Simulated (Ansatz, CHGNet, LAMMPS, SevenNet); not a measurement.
Ladder of methods for the elastic constant C12 of bcc Mo

Reference value: 160 GPa (measured, 0 K, 300 K values taken to 0 K by the source's computed thermal shift; zero-point effects included; as tabulated in Gong and Corso (2024), arXiv:2406.16634).

```json
[
 {"level (code)": "CHGNet 0.3.0", "value (GPa)": "272", "cell (Å³/atom)": "15.91", "difference (%)": "+70"},
 {"level (code)": "SevenNet-0", "value (GPa)": "220", "cell (Å³/atom)": "15.89", "difference (%)": "+38"},
 {"level (code)": "SNAP Mo_Zuo_JPCA2020.snap (LAMMPS)", "value (GPa)": "158", "cell (Å³/atom)": "15.92", "difference (%)": "-1.2"},
 {"level (code)": "LDA (Ansatz)", "value (GPa)": "184", "cell (Å³/atom)": "15.06", "difference (%)": "+15.0"},
 {"level (code)": "PBE (Ansatz)", "value (GPa)": "161", "cell (Å³/atom)": "15.79", "difference (%)": "+0.6"},
 {"level (code)": "PBEsol (Ansatz)", "value (GPa)": "174", "cell (Å³/atom)": "15.33", "difference (%)": "+8.8"},
 {"level (code)": "r²SCAN (Ansatz)", "value (GPa)": "164", "cell (Å³/atom)": "15.64", "difference (%)": "+2.5"},
 {"level (code)": "HSE06 (Ansatz)", "value (GPa)": "181", "cell (Å³/atom)": "15.43", "difference (%)": "+13.1"}
]
```

Once the reference is moved by up to 5.0 % (a margin picked here for doubts on the reference and the settings, and for temperature and zero-point motion) and values within 1.7 % count as equal, the nearest can be PBE (+0.6 %), SNAP Mo_Zuo_JPCA2020.snap (-1.2 %), r²SCAN (+2.5 %) or PBEsol (+8.8 %). Among them CHGNet 0.3.0 (+70 %) misses by most.

The measured value isn't corrected to a static lattice, so vibrations enter the comparison.  LDA, PBE, PBEsol, r²SCAN, HSE06: shear constants of such metals converge slowly with the k mesh. HSE06: hybrids on metals are sensitive to the k mesh. Each level is taken at its own relaxed cell. Cutoffs and k meshes differ between the levels. Ansatz's density-functional and Hartree–Fock values are scalar-relativistic unless marked +SOC, with PAW data made under PBE.

Machine-learned potentials (CHGNet 0.3.0, SNAP Mo_Zuo_JPCA2020.snap, SevenNet-0) are trained on DFT data: a solid inside that data is no test of them.

Differences are worked out from the printed values.

Ansatz is a first-principles code.
